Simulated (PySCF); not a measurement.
# Diatomics of P with the third period

PBE0 with triple-zeta basis sets in PySCF, for the lowest determinant that a PBE0 search found; no spin–orbit coupling. De refers to high-spin ground-configuration atoms. A positive dipole means M(−)P(+).

```csv
M,basis,state (unpaired electrons),Re (Å),ωe (cm⁻¹),De (eV),μ (D)
Na,x2c-TZVPPall,triplet (π ↑↑),2.648,282,1.33,-6.99
Mg,x2c-TZVPPall,"quartet (σ ↑, π ↑↑)",2.535,310,0.83,-1.81
Si,def2-TZVPP,doublet (π ↑),2.070,641,3.69,-0.94
P,def2-TZVPP,singlet (closed shell),1.882,833,4.83,n/a
S,def2-TZVPP,doublet (π ↑),1.892,776,4.50,0.66
```

(1) By what factor does the harmonic wavenumber vary along the series?

The rows differ in basis set, which adds steps of its own.

The state changes along the series, so neighbouring rows are not always alike in their bonding.

States were picked by a PBE0 search and need not be the measured ground states.

## Answers

(1) At PBE0 it runs from 282 cm⁻¹ (NaP) to 833 cm⁻¹ (P2), a factor of 2.95.
